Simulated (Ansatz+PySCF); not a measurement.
The numbers below are computed, except where a source is named.
Input for Ansatz (development build ahead of 0.2.0):

```yaml
crystal:
  periodic: [false, false, false]
  atoms:
    - { symbol: "N", position_ang: [0.0, 0.0, 0.0] }
    - { symbol: O, position_ang: [0.55173, 0.73563, 1.59269] }
basis:
  gaussian: { orbitals: STO-3G }
total_charge: -1
hamiltonian:
  xc: hf
correlation:
  method: fci
  frozen_orbitals: { "N": 1, O: 1 }
```

The input is written out in the form of the current development build from the run's settings.

Output:

* Converged: yes
* Total energy: -127.27487 hartree
* State: lowest singlet root, of any spatial symmetry

Caution: no diffuse functions for an anion; another spin multiplicity may lie lower.
